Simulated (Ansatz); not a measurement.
Reaction (SMILES): O=[N] (N-O) → NO+ (singlet, bonded as [N]=O) + e-
B3LYP-D3(BJ)/def2-TZVP geometries, fixed; electronic energies without zero-point terms.
Largest species:
```
N
O 1 1.1449
```
Charge 0, spin multiplicity 2.

Effect of a fitting basis named in the input at PBE/cc-pVTZ with Ansatz (a first-principles code), against the last row, where the adiabatic ionisation energy is 9.44 eV. Open shells are unrestricted. The default fits or decomposes integrals by the program's own choice; accuracy: high also tightens integrals, grids and stops.

```tsv
setting	largest shift of a total energy (mEh)	shift of the adiabatic ionisation energy (eV)
fitting: def2-SV(P)-JKFIT	-0.028	0.000
fitting: def2-universal-JKFIT	-0.028	0.000
fitting: cc-pVTZ-JKFIT	-0.016	0.000
fitting: cc-pVQZ-JKFIT	-0.010	0.000
fitting: cc-pV5Z-JKFIT	-0.007	0.000
fitting: def2-universal-JFIT	-0.082	0.001
accuracy: high	0.000	0.000
accuracy: medium (default)	0.000	0.000
```

Within 0.002 eV in the adiabatic ionisation energy: fitting: def2-SV(P)-JKFIT; fitting: def2-universal-JKFIT; fitting: cc-pVTZ-JKFIT; fitting: cc-pVQZ-JKFIT; fitting: cc-pV5Z-JKFIT; fitting: def2-universal-JFIT; accuracy: high. The largest shift is 0.082 mEh in a total energy and 0.001 eV in the difference.
